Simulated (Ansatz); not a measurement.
Geometry optimisation, RKS B3LYP/def2-TZVP in Ansatz.

Input file:

```yaml
crystal:
  periodic: [false, false, false]
  atoms:
    - { symbol: B, position_ang: [-0.1545, -0.7069, -0.0646] }
    - { symbol: "N", position_ang: [-0.132, 0.8533, -0.0856] }
    - { symbol: H, position_ang: [0.6583, -1.2974, 0.3478] }
    - { symbol: H, position_ang: [-1.07704, 0.80916, -0.51751] }
    - { symbol: H, position_ang: [0.7347, 1.1086, -0.6339] }
    - { symbol: H, position_ang: [0.0186, 1.1751, 0.9026] }
basis:
  gaussian: { orbitals: def2-TZVP }
hamiltonian:
  xc: b3lyp
relax:
  f_tol: 0.02
  max_steps: 50
```

Launched with:

```bash
$ ansatz run input.yaml --threads 2 --pin off --max-ram 3072MiB --backend cpu --events-out ev --progress --plain --runs-dir out
```

Question: Where does it end, and by what steps?

Answer: The run converged. After 12 steps the energy has fallen by 1.038 eV; H4 moved furthest, 0.34 Å.

```json
{"step": "0", "energy less start (eV)": "0.0000", "largest force component (eV/Å)": "3.899", "accepted": "yes"}
{"step": "1", "energy less start (eV)": "-0.7543", "largest force component (eV/Å)": "1.238", "accepted": "yes"}
{"step": "2", "energy less start (eV)": "-0.9976", "largest force component (eV/Å)": "1.132", "accepted": "yes"}
{"step": "3", "energy less start (eV)": "-0.9930", "largest force component (eV/Å)": "1.744", "accepted": "no"}
{"step": "4", "energy less start (eV)": "-1.0349", "largest force component (eV/Å)": "0.066", "accepted": "yes"}
{"step": "5", "energy less start (eV)": "-1.0351", "largest force component (eV/Å)": "0.061", "accepted": "yes"}
{"step": "6", "energy less start (eV)": "-1.0357", "largest force component (eV/Å)": "0.118", "accepted": "yes"}
{"step": "7", "energy less start (eV)": "-1.0346", "largest force component (eV/Å)": "0.182", "accepted": "no"}
{"step": "8", "energy less start (eV)": "-1.0375", "largest force component (eV/Å)": "0.044", "accepted": "yes"}
{"step": "9", "energy less start (eV)": "-1.0381", "largest force component (eV/Å)": "0.032", "accepted": "yes"}
{"step": "10", "energy less start (eV)": "-1.0382", "largest force component (eV/Å)": "0.063", "accepted": "yes"}
{"step": "11", "energy less start (eV)": "-1.0381", "largest force component (eV/Å)": "0.050", "accepted": "no"}
{"step": "12", "energy less start (eV)": "-1.0384", "largest force component (eV/Å)": "0.006", "accepted": "yes"}
```

```xyz
6
Properties=species:S:1:pos:R:3
B -0.152 -0.929 -0.253
N -0.153 0.739 -0.069
H 0.742 -1.188 0.543
H -1.011 1.131 -0.442
H 0.601 1.049 -0.690
H 0.022 1.140 0.860
```

Time of the run: 9.4 s on 2 threads of Intel(R) Xeon(R) Platinum 8375C CPU @ 2.90GHz (Ice Lake) (shared host), peak memory 0.14 GiB.
